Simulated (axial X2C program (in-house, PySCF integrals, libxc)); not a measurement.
NBO⁺: properties at the nuclei

Computed with an axial X2C code built on PySCF integrals: two-component X2C with atomic mean-field Coulomb and Gaunt terms, Gaussian nuclei, basis N dyall-av3z, B dyall-v3z, O dyall-av3z with contracted cores.

N–B–O held linear, with bonds 1.432 and 1.317 Å (near the PBE0 minimum at charge 1 of the determinant lowest at the starting distance; the state shown can have its own minimum elsewhere, held linear; other orders of the atoms were not compared).

Input and command:
```json
{"zs": [7, 5, 8], "q": 1, "bas": ["dyall-av3z", "dyall-v3z", "dyall-av3z"], "r0": [1.38, 1.35], "symm": 0, "scan": ["PBE0", "HF", "LDA"], "levels": ["PBE0", "HF", "PBE"], "nst": 2}
```
```bash
python solin.py task.json out
```

Keys: zs atomic numbers; q charge; bas basis sets; r0 starting distance in Å; symm equal bonds; scan levels of the two-bond scan; levels methods; nst determinants followed.

Determinant lowest in the PBE0 search, Ω = 5/2 (⟨Sz⟩ = 1.50, ⟨Lz⟩ = 1.00 at PBE0), spin on the atoms N 0.86, B 0.12, O 0.52:

```json
{"level": "PBE0", "Eeff magnitude (GV/cm)": "0.000163", "Ws magnitude N (kHz)": "0.000154", "Ws magnitude B (kHz)": "3.14e-05", "Ws magnitude O (kHz)": "0.000166", "A∥/gI N (MHz)": "-33.4", "qzz N (a.u.)": "-1.05", "A∥/gI B (MHz)": "2.2", "qzz B (a.u.)": "-0.53", "A∥/gI O (MHz)": "107", "qzz O (a.u.)": "-0.88"}
{"level": "HF", "Eeff magnitude (GV/cm)": "1.82e-05", "Ws magnitude N (kHz)": "0.000241", "Ws magnitude B (kHz)": "6.24e-05", "Ws magnitude O (kHz)": "0.000314", "A∥/gI N (MHz)": "-17.5", "qzz N (a.u.)": "-0.89", "A∥/gI B (MHz)": "-8.1", "qzz B (a.u.)": "-0.62", "A∥/gI O (MHz)": "124", "qzz O (a.u.)": "-0.70"}
{"level": "PBE", "Eeff magnitude (GV/cm)": "0.000311", "Ws magnitude N (kHz)": "0.000152", "Ws magnitude B (kHz)": "2.6e-05", "Ws magnitude O (kHz)": "0.000132", "A∥/gI N (MHz)": "-33.6", "qzz N (a.u.)": "-1.10", "A∥/gI B (MHz)": "4.38", "qzz B (a.u.)": "-0.49", "A∥/gI O (MHz)": "99.6", "qzz O (a.u.)": "-0.99"}
```

Determinant 0.02 eV from it at PBE0 and this distance, Ω = 1/2 (⟨Sz⟩ = 1.50, ⟨Lz⟩ = -1.00 at PBE0), spin on the atoms N 0.86, B 0.12, O 0.52:

| level | Eeff magnitude (GV/cm) | Ws magnitude N (kHz) | Ws magnitude B (kHz) | Ws magnitude O (kHz) | A∥/gI N (MHz) | qzz N (a.u.) | A∥/gI B (MHz) | qzz B (a.u.) | A∥/gI O (MHz) | qzz O (a.u.) |
| --- | --- | --- | --- | --- | --- | --- | --- | --- | --- | --- |
| PBE0 | 0.000556 | 0.000742 | 0.000144 | 0.000432 | -183 | -1.05 | -84.9 | -0.53 | -895 | -0.88 |
| HF | 0.00053 | 0.00119 | 0.000289 | 0.00105 | -92.9 | -0.89 | -116 | -0.62 | -804 | -0.70 |
| PBE | 0.00205 | 0.000517 | 0.00124 | 0.00015 | -235 | -1.03 | -98.5 | -0.48 | -831 | -0.94 |

Eeff is the effective electric field on the electron electric dipole moment in this Ω state and Ws the scalar–pseudoscalar constant of the nucleus named (defined with the proton number Z and per Ω); A∥ (defined per Ω) follows by multiplying with gI = μI/(I μN); qzz is the electric field gradient, eQq0 = 234.96 MHz × Q/barn × qzz. The operators were transformed with the bare-nucleus X2C matrices; with these basis sets, hyperfine constants and field gradients can be off by tens of per cent, and where levels differ in sign neither size nor sign is settled.

Q: With gI(14N) = 0.4038, Q(14N) = 0.02044 barn, Q(11B) = 0.04059 barn, gI(17O) = -0.7575, Q(17O) = -0.02558 barn (g factors from the IAEA table of nuclear moments by Stone; Q from Pyykkö, Mol. Phys. 2018), turn the PBE0 values of the first state into constants in MHz.

A: A∥(14N) = -33.4 × 0.4038 = -13.5 MHz; eQq0(14N) = 234.96 × (0.02044) × (-1.05) = -5.04 MHz; eQq0(11B) = 234.96 × (0.04059) × (-0.53) = -5.05 MHz; A∥(17O) = 107 × -0.7575 = -81.1 MHz; eQq0(17O) = 234.96 × (-0.02558) × (-0.88) = 5.29 MHz.

The molecule was held linear; bending was not examined, so a bent shape may lie lower.

Each state is one determinant with collinear spin, which with several unpaired electrons need not be a pure state. Unrestricted Hartree–Fock can overshoot spin polarisation at the nuclei. In the state Ω = 5/2 the sign of Eeff differs between levels (HF against PBE0). With several open shells hyperfine constants can be off by a factor of several. Where Eeff spreads by more than a factor of two the levels disagree and none is to be relied on. The search compared states at one distance, so a state with another bond length can lie lower. Where a field gradient or hyperfine factor spreads by more than a factor of two over the levels, a constant derived from it is not to be relied on. PBE0 term energies can be off by some tenths of an eV.
